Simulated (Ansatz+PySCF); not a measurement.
Results of a calculation; reference values are marked as such.
Several solutions for doublet CH3

```
atom    x (Å)    y (Å)   z (Å)
   C   0.0000   0.0000  0.0000
   H   2.6168   0.0000  0.0000
   H  -0.5452   0.9443  0.0000
   H  -0.5452  -0.9443  0.0000
```

Basis set: STO-3G (spherical functions). Charge 0, multiplicity 2.

PBE0 (unrestricted) was run from several starts with Ansatz (development build ahead of 0.2.0) and PySCF 2.14.0.

```
run  program                        start  converged  energy (hartree)  <S²>
  A    PySCF             program defaults        yes         -39.01154  0.75
  B   Ansatz      atomic start, no search        yes         -39.04957  1.59
  C   Ansatz  search for the lowest state        yes         -39.07294  1.70
```

Problem. Which runs reached the lowest solution of this kind, and what is wrong with the others?

Solution. C reached the lowest solution found. Converged but too high: A by 1.67 eV, B by 0.64 eV. Convergence only shows a stationary point, and even a stable one can lie too high; stability tests and further starts are what find lower ones. Caution: charge can spread falsely over distant fragments. Caution: the unrestricted determinant is a mixture of spin states.
